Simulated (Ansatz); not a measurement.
**How far each method lies from full CI for H2Al–C, quartet**

Geometry: a point of a stretch scan, not a stationary point.

```json
{"atom": "Al", "x (Å)": "0.0000", "y (Å)": "0.0000", "z (Å)": "0.5819"}
{"atom": "C", "x (Å)": "0.0000", "y (Å)": "0.0000", "z (Å)": "-1.5281"}
{"atom": "H", "x (Å)": "0.0000", "y (Å)": "1.3990", "z (Å)": "1.3168"}
{"atom": "H", "x (Å)": "0.0000", "y (Å)": "-1.3990", "z (Å)": "1.3168"}
```

Basis 6-31G; Ansatz 0.2.0. Correlated methods freeze the noble-gas cores, which leaves 9 electrons in 20 orbitals. R marks a restricted (for open shells ROHF) determinant, U an unrestricted one. Active spaces: valence = (9e, 10o) chosen from the atoms' valence shells; pair = (5e, 5o) about the gap.

Full CI is exact within this basis and frozen core; it isn't the basis-set limit. The frozen core follows each run's orbitals, which can shift R against U totals by a few meV.

For open shells CISD is restricted-active-space CI with the open shells as a complete middle space.

```
UHF ⟨S²⟩                          : 3.754
T1 diagnostic (RCCSD)             : 0.0226
largest doubles amplitude (RCCSD) : 0.044
T1 diagnostic (UCCSD)             : 0.0210
```

```json
{"level": "UHF", "E − E(RHF) (eV)": "-0.0358"}
{"level": "RMP2", "E − E(RHF) (eV)": "-1.7827"}
{"level": "UMP2", "E − E(RHF) (eV)": "-1.7944"}
{"level": "RCCSD", "E − E(RHF) (eV)": "-2.4393"}
{"level": "UCCSD", "E − E(RHF) (eV)": "-2.4413"}
{"level": "RCCSD(T)", "E − E(RHF) (eV)": "-2.4852"}
{"level": "UCCSD(T)", "E − E(RHF) (eV)": "-2.4862"}
```

Q: Estimate how far full CI in 6-31G lies from RCCSD(T). The table doesn't fix it; the size of (T) and the diagnostics are the guide.

A: Full CI in 6-31G lies 0.55 kcal/mol below RCCSD(T), which is 52 % of the (T) step (-1.06 kcal/mol). The diagnostics give no warning, yet the rest is a sizeable part of (T).

The other levels:

| level | E − E(full CI) (kcal/mol) | share of correlation (%) | wall time |
| --- | --- | --- | --- |
| CISD | 3.55 | 93.87 | 1.9 s |
| BCCD(T) | 0.55 | 99.05 | 0.84 s |
| RCCSDT | 0.08 | 99.86 | – |
| UCCSDT | 0.06 | 99.90 | – |
| RCCSDT(Q) | 0.02 | 99.97 | 5.5 s |
| UCCSDT(Q) | -0.01 | 100.02 | 4.5 s |
| CASSCF (valence space) | 21.94 | 62.08 | – |
| NEVPT2 (valence space) | 6.02 | 89.59 | 6 s |
| MRCISD (valence space) | 0.95 | 98.35 | – |
| MRCISD+Q (valence space) | 0.49 | 99.15 | 11 s |

The correlation energy at full CI, counted from RHF, is -2.509 eV. That run took 6.1 min on 1 thread of Arm Neoverse N1, shared host over 11,075,136 determinants.

Run but not shown, since their state, orbitals or frozen core can't be matched to the reference's or they repeat it: CASSCF (pair space), MRCISD (pair space), MRCISD+Q (pair space).

Times hold each run's SCF and search for its determinant on a shared host, so for small cases they say little of a method's own cost; they ran on 1 thread of Arm Neoverse N1.

The full-CI state has the irrep A2 of C2v, in the program's axes.

Natural occupations of full CI about the gap: 1.972 1.961 1.958 0.995 0.993 0.987 0.042 0.022 0.021 0.020; effectively unpaired electrons, Σ n²(2−n)², 3.03.
